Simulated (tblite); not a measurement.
C4H5N2 (doublet state).
Z-matrix (Å and degrees, GFN2-xTB geometry), rows numbered from 1:
```
C 
C   1  1.3013
N   2  1.2177  1  169.78
C   3  1.3360  2  138.49  1   167.15
N   4  1.3202  3  126.08  2    17.54
C   5  1.2842  4  126.05  3     9.40
H   1  1.0757  2  121.31  3   -54.63
H   1  1.0754  2  121.52  3   126.92
H   4  1.0779  3  115.93  2  -164.49
H   6  1.0908  5  123.85  4    10.45
H   6  1.0759  5  117.84  4  -172.15
```

The geometry is computed with GFN2-xTB (gas phase). This method treats the open shell by occupation alone, without spin polarisation.

Take the most abundant isotopes and a rigid rotor. The values belong to one conformer with, in the numbering `[CH2:1]=[C:2]/[N:3]=[CH:4]\[N:5]=[CH2:6]`, N3–C4–N5–C6 9°.

Question: Give the principal moments of inertia and the rotational constants in MHz.

Answer: Ia = 62.00, Ib = 194.95, Ic = 252.94 u·Å²; 505379 MHz·u·Å²/I gives A = 8151, B = 2592, C = 1998 MHz.

Question: What kind of rotor is it?

Answer: An asymmetric top. Ray's parameter κ = (2B − A − C)/(A − C) = -0.807; −1 is the prolate and +1 the oblate limit.

Question: Is it planar, by Δ = Ic − Ia − Ib?

Answer: Not planar: Δ = Ic − Ia − Ib = -4.02 u·Å². For a rigid frame Δ = −2 Σ m c², so Σ m c² = 2.01 u·Å² lies off the ab plane: 1.27 from hydrogen and 0.74 from heavier atoms. The atom farthest from that plane is 0.81 Å away.

Question: Give the other two planar moments, Paa and Pbb, and the rms extents of the mass along the axes.

Answer: Paa = Σ m a² = (Ib + Ic − Ia)/2 = 192.94 and Pbb = Σ m b² = (Ia + Ic − Ib)/2 = 59.99 u·Å². With the mass M = 81.05 u, the rms extents √(P/M) along a, b and c are 1.54, 0.86, 0.16 Å.

For this open shell read J as N, the rotation without spin; fine and hyperfine splittings come on top. Its GFN2-xTB frequencies are all real (lowest 98 cm⁻¹). These are rigid-rotor constants of the computed structure; measured ground-state constants (B0) also hold zero-point vibration.
